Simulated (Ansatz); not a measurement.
in.yaml

```yaml
crystal:
  periodic: [false, false, false]
  atoms:
    - {symbol: Ga, position_ang: [0.000000, -0.505457, 0.594301]}
    - {symbol: As, position_ang: [0.000000, -0.435519, -1.914688]}
    - {symbol: H, position_ang: [0.000000, 0.940976, 1.320387]}
basis:
  gaussian: {orbitals: cc-pVTZ}
total_charge: 1
magnetization: {spin_polarized: false, initial_magnetization: 2}
correlation: {method: ccsd_t, electrons: outside_noble_gas}
```

```sh
$ ansatz run in.yaml --threads 1 --pin off --events-out ev --progress --plain --max-ram 2560MiB --backend cpu
```

The program prints:

```
652 factors; integrals over basis functions are off by at most 7.0e-4 eV
mean field evaluation 1: about -113139.1395 eV, gradient 1.2e1 eV
mean field evaluation 2: about -113139.1422 eV, gradient 1.2e1 eV
mean field evaluation 4: about -113139.9387 eV, gradient 2.2e0 eV
mean field evaluation 8: about -113139.9732 eV, gradient 1.9e-3 eV
mean field evaluation 16: about -113139.9687 eV, gradient 2.3e-1 eV
mean field evaluation 32: about -113138.3177 eV, gradient 6.9e-4 eV
mean field evaluation 64: about -113138.0613 eV, gradient 8.2e0 eV
mean field -113139.97319877 eV, -4157.8173260265 hartree, gradient 4.0e-6 eV, S^2 2.000000; 2 other end points of the search recorded, 0 dependent functions left out
mean field evaluation 96: about -113140.2144 eV, gradient 1.5e0 eV
mean field evaluation 128: about -113140.2393 eV, gradient 1.0e0 eV
determinant -113139.97319877 eV, -4157.8173260265 hartree, with singles and doubles -113144.69467563 eV, -4157.9908371010 hartree
determinant -113138.31769333 eV, -4157.7564873237 hartree, with singles and doubles -113142.72333383 eV, -4157.9183916257 hartree
determinant -113137.47610562 eV, -4157.7255595460 hartree, with singles and doubles -113142.36099698 eV, -4157.9050759923 hartree
28 core orbitals not correlated: weight in the atoms' cores, before any rotation towards them, 0.999 or more for the frozen orbitals, at most 0.001 for the correlated occupied ones
reference -113139.97319877 eV, -4157.8173260265 hartree; 5, 3 occupied and 67, 69 virtual orbitals, 652 factors
second order -3.76046908 eV of doubles, -0.08074365 eV of singles
cycle   1  -4.62893805 eV  change   -2.4e-1 eV  update   2.2e-2
cycle   2  -4.64003045 eV  change   -1.1e-2 eV  update   5.9e-3
cycle   3  -4.64165349 eV  change   -1.6e-3 eV  update   2.9e-3
cycle   4  -4.64312024 eV  change   -1.5e-3 eV  update   1.6e-3
cycle   5  -4.64397906 eV  change   -8.6e-4 eV  update   1.1e-3
cycle   6  -4.64441556 eV  change   -4.4e-4 eV  update   5.6e-4
cycle   7  -4.64454339 eV  change   -1.3e-4 eV  update   2.5e-4
cycle   8  -4.64455167 eV  change   -8.3e-6 eV  update   1.2e-4
cycle   9  -4.64451653 eV  change    3.5e-5 eV  update   4.9e-5
cycle  10  -4.64450897 eV  change    7.6e-6 eV  update   2.0e-5
cycle  11  -4.64451176 eV  change   -2.8e-6 eV  update   1.0e-5
cycle  12  -4.64451208 eV  change   -3.1e-7 eV  update   5.9e-6
perturbative correction -0.20749368 eV, -0.0076252520 hartree
Total energy: -113144.82520452 eV, -4157.9956339491 hartree
```

Ran on 1 thread of AMD EPYC 7R13, shared host: 17 s wall, 0.33 GiB peak host memory.
